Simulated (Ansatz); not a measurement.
We consider antifluorite Mg2Sn, described by RPBE (plane waves, PAW; Ansatz, an electronic-structure program).

Run with plane-wave cutoff 520 eV, 10×10×10 k mesh, Fermi–Dirac smearing 0.01 eV, scalar-relativistic PAW data made under PBE.

Computed at the level's own relaxed cell.

Task: Give the computed volume per atom, bulk modulus, lattice constant a and pressure derivative B′ of the bulk modulus.

Result: 
* **volume per atom**: 27.19 Å³/atom
* **bulk modulus**: 37.9 GPa
* **lattice constant a**: 6.885 Å
* **pressure derivative B′ of the bulk modulus**: 4.5

The run finds no gap.

Measured, for comparison: equilibrium volume per atom 25.82 Å³/atom, lattice constant a 6.766 Å (temperature not stated, no zero-point or thermal correction; as tabulated in Freccero, Grin, Wagner, Dalton Trans. (2023), ESI). Computed (rounded) less measured: equilibrium volume per atom +5.3 %, lattice constant a +1.8 %.

Note: the gap of the solid is closed in this run; this level leaves the solid without a gap, although one is measured.

Spin–orbit coupling is not included; it can open a gap where bands touch, and shift volumes and moduli.

Static lattice: no zero-point or thermal effects.

It cost around 40 core-seconds (rough) of CPU time.
